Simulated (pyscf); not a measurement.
## Substitution at S: HS–GeH₃ + H atom (H•) → H₂S + GeH₃•

Gas phase, doublet surface, charge 0. Bonds broken: S1–Ge2. Bonds formed: S1–H7. Structures and frequencies: ωB97X-D3(BJ)/def2-SVP in PySCF. Correlated levels are frozen-core, on RHF or UHF. ΔMP2 is the change of the MP2 total energy from the triple- to the quadruple-zeta basis.

Transition state (Å):

```xyz
7

S      0.0288     0.2797     1.8235
Ge     1.2076    -0.1093    -0.1227
H     -0.6016    -0.9060     1.7914
H      0.2326    -0.3236    -1.2897
H      2.1303    -1.3302     0.0295
H      2.0281     1.1680    -0.3309
H     -1.1688     0.7927     3.0354
```

One imaginary mode, 770i cm⁻¹; descent along it reached the two sides named.

```csv
bond,change,reactant side (Å),saddle,product side
S1–Ge2,breaks,2.222,2.308,3.5
S1–H7,forms,3.5,1.779,1.346
```

Electronic energies relative to the separated reactants (eV):

```csv
level,barrier,reaction energy,reverse barrier
ωB97X-D3(BJ)/def2-TZVP,0.20,-0.38,0.57
PBE/def2-TZVP,-0.09,-0.57,0.48
r²SCAN/def2-TZVP,-0.11,-0.62,0.51
B3LYP-D3(BJ)/def2-TZVP,-0.06,-0.67,0.61
PBE0-D3(BJ)/def2-TZVP,0.02,-0.51,0.53
M06-2X/def2-TZVP,0.18,-0.63,0.81
ωB97M-D3(BJ)/def2-TZVP,0.17,-0.65,0.81
HF/def2-TZVP,0.64,-0.53,1.17
MP2/def2-QZVPP,0.32,-0.40,0.71
CCSD/def2-TZVPP,0.22,-0.66,0.88
CCSD(T)/def2-TZVPP,0.19,-0.61,0.79
CCSD(T)/def2-TZVPP + ΔMP2(QZVPP),0.16,-0.59,0.75
```

With CCSD(T)/def2-TZVPP + ΔMP2(QZVPP) energies and thermal terms (ideal gas, 1 atm, RRHO with modes under 100 cm⁻¹ raised to 100, one conformer, R ln 2 for rigid chiral ones), in eV:

| T (K) | ΔH‡ | ΔG‡ | ΔH | ΔG |
|---|---|---|---|---|
| 298 | 0.16 | 0.44 | -0.51 | -0.62 |
| 600 | 0.14 | 0.73 | -0.56 | -0.71 |
| 900 | 0.13 | 1.02 | -0.62 | -0.77 |
| 1200 | 0.12 | 1.32 | -0.67 | -0.82 |

At PBE, r²SCAN, B3LYP-D3(BJ) this geometry lies under the reactants; that is no barrier but a single point on another level's saddle; such a level's own saddle, if it has one, lies nearer that side and is low. One saddle was located; it need not be the lowest between these sides. The angle at the attacked S is 165°. The CCSD(T) − MP2 part came from Ansatz, without density fitting, on the same reference. The frozen core leaves the outer d or s,p core shells of the metals and heavy elements correlated in the MP2 and CC values, and def2-TZVPP describes them poorly, which can shift differences by a few kcal/mol. Elements up to Kr have no core potential and no relativistic terms here.
